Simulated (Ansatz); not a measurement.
# AlBH₂+ (quartet): wave-function methods side by side, cc-pVDZ

Aim: climb from Hartree-Fock through coupled cluster and multireference methods for AlBH₂+ (quartet) at one geometry and basis, and see what each rung misses.

The runs use Ansatz 0.2.0, Gaussian basis; cc-pVDZ, core rule «outside noble gas», up to 6 orbitals frozen.

The runs, in order: UHF; CCSD(T) on ROHF; CCSD(T) on UHF; BCCD(T) on ROHF; CISD; CCSDT(Q) on ROHF; CCSDT(Q) on UHF; CISDTQ; CCSDTQ on ROHF; CCSDTQ on UHF; CASSCF and MRCISD+Q, 7 electrons in 10 orbitals; CASSCF and NEVPT2, 7 electrons in 10 orbitals; Full CI.

10 further runs of the same task are left out: 4 for a known fault of the program, 6 set aside as unsound or not needed.

## 1. The system

The geometry is a PBE0/def2-TZVP stationary point (not a proven minimum) of the parent state, kept for this charge and spin.

4 atoms, charge 1, spin multiplicity 4.

Atoms are counted from 1 here; the program's logs count them from 0.

Bond lengths: B1–Al2 2.079 Å, Al2–H3 1.585 Å, Al2–H4 1.585 Å. Angles: B1–Al2–H3 117.0°, B1–Al2–H4 117.0°, H3–Al2–H4 125.9°.

## 2. UHF

in.yaml

```yaml
crystal:
  periodic: [false, false, false]
  atoms:
    - {symbol: B, position_ang: [0.000000, 0.000000, 1.551119]}
    - {symbol: Al, position_ang: [0.000000, 0.000000, -0.528209]}
    - {symbol: H, position_ang: [0.000000, -1.411327, -1.248716]}
    - {symbol: H, position_ang: [0.000000, 1.411327, -1.248716]}
basis:
  gaussian: {orbitals: cc-pVDZ}
total_charge: 1
magnetization: {spin_polarized: true, initial_magnetization: 3}
hamiltonian: {xc: hf}
output: {orbitals: {seedname: orbitals}}
```

Started as:

```sh
> ansatz run in.yaml --threads 1 --pin off --events-out ev --progress --plain --max-ram 2816MiB --backend cpu
```

Further steps of the session: CCSD(T) on ROHF; CCSD(T) on UHF; BCCD(T) on ROHF; CISD; CCSDT(Q) on ROHF; CCSDT(Q) on UHF; CISDTQ; CCSDTQ on ROHF; CCSDTQ on UHF; CASSCF and MRCISD+Q, 7 electrons in 10 orbitals; CASSCF and NEVPT2, 7 electrons in 10 orbitals; Full CI.

Before running them: what should the planned runs give, taken together? Wanted: FCI below the RHF energy; RMP2 from FCI; UMP2 from FCI; RCCSD from FCI; RCCSD(T) from FCI; UCCSD(T) from FCI; RCCSDT(Q) from FCI; UCCSDT(Q) from FCI; NEVPT2 valence from FCI.

**Answer**, as computed:

| quantity | value |
| --- | --- |
| FCI below the RHF energy | -3.4589 eV |
| RMP2 from FCI | +1102.9 meV |
| UMP2 from FCI | +1150.4 meV |
| RCCSD from FCI | +166.6 meV |
| RCCSD(T) from FCI | +51.0 meV |
| UCCSD(T) from FCI | +51.7 meV |
| RCCSDT(Q) from FCI | +2.1 meV |
| UCCSDT(Q) from FCI | +1.5 meV |
| NEVPT2 valence from FCI | +440.6 meV |
| MRCISD+Q valence from FCI | +15.1 meV |
| levels within 1 kcal/mol (43 meV) | RCCSDT, UCCSDT, CISDTQ, RCCSDT(Q), UCCSDT(Q), RCCSDTQ, UCCSDTQ, MRCISD+Q valence |
| T1 diagnostic | 0.046 |
| effectively unpaired electrons | 3.09 |

**Reading.** RCCSD(T) misses by +51.0 meV, 1.5 % of the correlation energy. The occupations are near whole numbers, but T1 = 0.046 shows that the orbitals relax strongly. Of the multireference levels listed MRCISD+Q valence comes nearest in total energy (+15.1 meV), which doesn't show that its space is the better one. Coupled cluster took another determinant than the lowest Hartree-Fock one. These misses are within one basis, not against nature; the frozen cores of restricted and unrestricted runs differ, which can shift their rows.
